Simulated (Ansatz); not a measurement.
# [Cl···H···S], triplet: transfer scan

Starting geometry:

```
atom   x (Å)   y (Å)    z (Å)
  Cl  0.0000  0.0000  -1.4219
   H  0.0000  0.0000  -0.1431
   S  0.0000  0.0000   1.5651
```

From there H2 is moved from one fragment to the other while all else, the fragments' distance too, stays fixed; atoms are numbered as listed. Energies are in kcal/mol, counted from the starting geometry at the same level.

Basis cc-pVDZ; Ansatz 0.2.0. Only valence electrons are correlated (noble-gas cores frozen). Prefix R: restricted or restricted open-shell reference; prefix U: unrestricted.

Coupled cluster chose its determinant by trial CCSD, here up to 0.16 eV above the lowest Hartree–Fock solution of its kind, and MP2 stands on that determinant too. The reference follows the lowest state, whose symmetry changes from Π to Σ⁻ or Δ between 1.189 and 1.279, from Σ⁻ or Δ to Π between 1.279 and 1.326.

Full CI isn't at hand for all of this; UCCSDT(Q) serves as the reference, and is uncertain by about the last step of the cluster series. The frozen core follows each run's orbitals, which can shift R against U totals by a few meV.

| distance Cl1-H2 (Å) | UCCSDT(Q) | error RMP2 | error UMP2 | error RCCSD | error RCCSD(T) | error BCCD(T) | error RCCSDT |
| --- | --- | --- | --- | --- | --- | --- | --- |
| 1.189 | 3.9 | 0.4 | 0.4 | -0.3 | -0.1 | -0.1 | 0.0 |
| 1.279 | 0.0 | 0.0 | 0.0 | 0.0 | 0.0 | 0.0 | 0.0 |
| 1.326 | 0.3 | 0.9 | 1.1 | 0.3 | 0.0 | 0.0 | 0.0 |
| 1.373 | 1.6 | 1.1 | 1.4 | 0.5 | 0.1 | 0.1 | 0.0 |
| 1.419 | 3.2 | 1.2 | 1.8 | 0.7 | 0.1 | 0.1 | 0.0 |
| 1.466 | 5.1 | 1.0 | 2.3 | 0.9 | 0.1 | 0.1 | 0.1 |
| 1.513 | 6.9 | 0.6 | 2.7 | 0.9 | 0.1 | 0.2 | 0.1 |
| 1.560 | 8.6 | 1.4 | 3.0 | 0.9 | 0.1 | 0.2 | 0.0 |
| 1.607 | 10.4 | 2.3 | 3.0 | 0.7 | 0.1 | 0.1 | 0.0 |

Errors are those of relative energies. In total energy the starting point itself misses UCCSDT(Q) by: RMP2 23.4, UMP2 23.9, RCCSD 3.6, RCCSD(T) 0.7, BCCD(T) 0.6, RCCSDT 0.3 kcal/mol.

Spread of the error over the points with a reference, to 1.607 Å (largest less smallest): RCCSDT 0.1, RCCSD(T) 0.2, BCCD(T) 0.2, RCCSD 1.2, RMP2 2.3, UMP2 3.0 kcal/mol.
